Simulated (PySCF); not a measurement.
# pyrrole: calculation against experiment

**Measured values to compare with.**

NIST CCCBDB Release 22 (SRD 101), experimental dipoles lists, for the gas: dipole moment (dielectric constant against temperature) 1.84 D.

The results are set against them at the end.

Species: pyrrole, C4H5N.
Numbering: `[cH:1]1[cH:2][cH:3][nH:4][cH:5]1` (hydrogens: H6 on C1; H7 on C2; H8 on C3; H9 on N4; H10 on C5)

Geometry (GFN2-xTB, Å), atoms numbered from 1 in this order:
```
atom  x, y, z in Å
C1     0.399    1.117   -0.037
C2    -0.948    0.706   -0.091
C3    -0.957   -0.659   -0.022
N4     0.329   -1.087    0.072
C5     1.162   -0.013    0.063
H6     0.759    2.126   -0.069
H7    -1.805    1.345   -0.172
H8    -1.776   -1.351   -0.031
H9     0.620   -2.048    0.136
H10    2.226   -0.131    0.128
```

The PySCF runs (gas phase, on this GFN2-xTB geometry; no spin–orbit coupling):

```csv
level,job,basis functions,wall time
PBE0/pcSseg-1,"shieldings, ring-centre shieldings, charges and field gradients",110,5.5 s
B3LYP/pcJ-1,"spin–spin couplings from 10 perturbed nuclei, spin–dipole term for 1 of them",185,11 s
```

Hardware: an x86-64 server with one thread, no GPU, on a shared host.

## Comparison

**Dipole moment.** Measured: 1.84 D (NIST CCCBDB Release 22 (SRD 101), experimental dipoles).

| level | computed (D) | computed − measured (D) | % (from the printed values) |
| --- | --- | --- | --- |
| PBE0/pcSseg-1 | 1.98 | +0.14 | +8 |
| B3LYP/pcJ-1 | 1.98 | +0.14 | +8 |

The computed dipoles belong to one fixed geometry; measured ones are averaged over vibrations unless marked μe. Magnitudes are compared, not signs.

The geometry is computed, not the measured one. Where a level misses, the cause wasn't examined.
